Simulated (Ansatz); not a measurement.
# C2H4FNO: a ladder of functionals and wavefunction methods

An exercise on one series of results from a longer session: the logs are not shown, and one member is left open.

Computed with Ansatz 0.2.0, Gaussian basis. Level: functionals in def2-TZVPP, the program's frozen cores in correlated methods.

Plan: LDA (SPW92), PBE-D4, revPBE-D4, BLYP-D4, r2SCAN-D4, B97M-V, PBE0-D4, B3LYP-D4, r2SCANh-D4, r2SCAN0-D4, HSE06-D4, BHLYP-D4, CAM-B3LYP-D4, LC-ωPBE, ωB97X-V, ωB97M-V, B2PLYP, PBE-QIDH; CCSD(T)/def2-SVP; CCSD(T)/def2-TZVPP; MP2/def2-QZVPP; extrapolation to the limit; RPA on PBE.

### The geometry

An earlier PBE0-D4 in a triple-zeta def2 set relaxation fixed the geometry.

9 atoms, charge 0, spin multiplicity 1.

Atoms are counted from 1 here; the program's logs count them from 0.

Bond lengths: C1–N2 1.441 Å, C1–H6 1.093 Å, C1–H7 1.093 Å, C1–H8 1.094 Å, N2–C3 1.244 Å, C3–O4 1.328 Å, C3–F5 1.328 Å, O4–H9 0.965 Å. Angles: N2–C1–H6 109.1°, N2–C1–H7 109.1°, N2–C1–H8 114.1°, H6–C1–H7 107.0°, H6–C1–H8 108.6°, H7–C1–H8 108.6°, C1–N2–C3 121.0°, N2–C3–O4 125.4°, N2–C3–F5 126.3°, O4–C3–F5 108.4°, C3–O4–H9 106.2°.

Set-up of the first run:

in.yaml reads:

```yaml
crystal:
  periodic: [false, false, false]
  atoms:
    - {symbol: C, position_ang: [1.128177, 0.409670, 0.602893]}
    - {symbol: N, position_ang: [0.236990, -0.519240, -0.045393]}
    - {symbol: C, position_ang: [-0.887468, -0.159575, -0.437754]}
    - {symbol: O, position_ang: [-1.775928, -0.939204, -1.043044]}
    - {symbol: F, position_ang: [-1.406520, 1.057899, -0.326435]}
    - {symbol: H, position_ang: [2.061575, 0.464459, 0.037385]}
    - {symbol: H, position_ang: [1.378349, 0.031494, 1.597089]}
    - {symbol: H, position_ang: [0.721907, 1.420011, 0.705396]}
    - {symbol: H, position_ang: [-1.368583, -1.811815, -1.107238]}
basis:
  gaussian: {orbitals: def2-TZVPP}
hamiltonian: {xc: lda}
output: {orbitals: {seedname: orbitals}}
```

Steps of the session up to this table: LDA; PBE-D4 (GGA); revPBE-D4 (GGA); BLYP-D4 (GGA); r2SCAN-D4 (meta-GGA); B97M-V (meta-GGA); PBE0-D4 (hybrid); B3LYP-D4 (hybrid); r2SCANh-D4 (hybrid); r2SCAN0-D4 (hybrid); HSE06-D4 (hybrid); BHLYP-D4 (hybrid); CAM-B3LYP-D4 (range-separated); LC-ωPBE (range-separated); ωB97X-V (range-separated); ωB97M-V (range-separated); B2PLYP (double hybrid); PBE-QIDH (double hybrid).

One of the session's tables, all rows but one given; the rest of the session is left out.

It belongs to the step «Frontier levels by functional». 

```
  functional  HOMO (eV)  LUMO (eV)  gap (eV)
 LDA (SPW92)      -6.67      -0.34      6.33
      PBE-D4      -6.49      -0.06      6.43
   revPBE-D4      -6.42       0.05      6.47
     BLYP-D4      -6.39       0.00      6.40
   r2SCAN-D4      -6.76       0.23      6.99
      B97M-V      -6.82       0.38      7.20
     PBE0-D4      -7.88       1.00      8.88
    B3LYP-D4      -7.67       0.58      8.25
  r2SCANh-D4      -7.28       0.65      7.93
  r2SCAN0-D4      -8.06       1.27      9.33
    HSE06-D4      -7.47       0.63      8.10
    BHLYP-D4      -9.18       1.62     10.80
CAM-B3LYP-D4          ?          ?         ?
     LC-ωPBE     -10.65       3.15     13.80
     ωB97X-V     -10.26       2.94     13.21
     ωB97M-V     -10.17       2.46     12.63
```

**Question.** Estimate the row for CAM-B3LYP-D4.

As computed: HOMO (eV): -9.30; LUMO (eV): 1.75; gap (eV): 11.05. In the column «HOMO (eV)» it lies between ωB97M-V (-10.17) and BHLYP-D4 (-9.18).
